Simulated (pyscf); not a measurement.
Thermochemistry of product channels of O=Ru(=O)=O [singlet] + HF on the singlet surface, in kcal/mol, from ωB97M-D3(BJ)/def2-TZVP energies (ideal gas, 1 atm, RRHO with modes under 100 cm⁻¹ raised to 100, one conformer, R ln 2 for chiral ones without a mode under 150 cm⁻¹). PySCF, gas phase, ωB97X-D3(BJ)/def2-SVP geometries.

| products | ΔE | ΔH(298 K) | ΔG(298 K) | ΔG(600 K) |
|---|---|---|---|---|
| O=Ru(=O)(OH)–F [singlet] | -28.2 | -26.1 | -16.5 | -6.7 |
| O=RuH(=O)(=O)–F | +51.6 | +51.7 | +61.8 | +72.1 |

The channel to O=Ru(=O)(OH)–F [singlet] turns unfavourable between 298 and 1200 K (ΔG from -16.5 kcal/mol to +12.1 kcal/mol).

These are energies of the channels, which say nothing of barriers. Elements past Kr carry the def2 core potentials, without spin-orbit coupling.
